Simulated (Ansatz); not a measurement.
CH2F3N, SMILES NC(F)(F)F, a ladder of methods at one geometry

Run with Ansatz 0.2.0 through its Python package.

Input file `ch2f3n.xyz`:
```text
7

N     0.23900    0.48760    0.76830
C     0.05550   -0.43360   -0.29130
F    -0.88760    0.01340   -1.18580
F    -0.27820   -1.59790    0.20100
F     1.23180   -0.60190   -0.94440
H    -0.74860    0.66380    1.11930
H     0.44930    1.40060    0.28720
```

Script `ch2f3n.py`:
```python
"""CH2F3N at several levels of theory."""

from pathlib import Path

import ansatz as az
import numpy as np

mol = az.Crystal.molecule_from_extxyz("ch2f3n.xyz")

setup = mol.calculation().basis(gaussian="cc-pVDZ")

print("functional    E (Ha)        dipole (D)   HOMO (eV)  LUMO (eV)")
for name in ["hf", "revpbe", "pbe0", "pbe"]:
    report = setup.functional(name).forces().orbitals().run(threads=1, runs_dir="runs").report
    lines = Path(report["orbitals_path"]).read_text().splitlines()
    field_of = lambda key: [line.split("=")[1].strip() for line in lines if line.startswith(key)]
    orbitals = [(27.211386 * float(e), s, float(n)) for e, s, n in zip(field_of("Ene="), field_of("Spin="), field_of("Occup="))]
    homo = max(e for e, _, n in orbitals if n > 0.5)
    lumo = min(e for e, _, n in orbitals if n < 0.5)
    dipole = 4.803205 * np.linalg.norm(report["charge_distribution"]["dipole_moment_e_ang"])
    print(f"{name:10s} {report['free_energy_ev'] / 27.211386246:14.6f} {dipole:9.3f} {homo:11.3f} {lumo:10.3f}")
```

```console
$ python ch2f3n.py
functional    E (Ha)        dipole (D)   HOMO (eV)  LUMO (eV)
hf            -391.830456     2.414     -13.315      4.611
revpbe        -393.488903     2.003      -6.907      0.654
pbe0          -393.235957     2.178      -8.803      1.515
pbe           -393.227975     2.033      -6.945      0.593
```

Total energies depend on the basis set; only differences at equal settings carry meaning. The geometry is a force-field or estimated start, not a minimum of this method, and the basis set is short of its limit. A lower total doesn't mark the better method: functionals have no common bound, and MP2 and coupled cluster aren't variational. Levels such as HOMO and LUMO are orbital energies: with these approximate functionals they aren't the ionisation energy and electron affinity, and their gap isn't the fundamental gap. Wall time of the script: 4.1 s on 1 thread of Intel(R) Xeon(R) 6975P-C (Granite Rapids) (shared host), peak memory 0.22 GiB.

(Lines on the test bed's own set-up are left out of the output.)
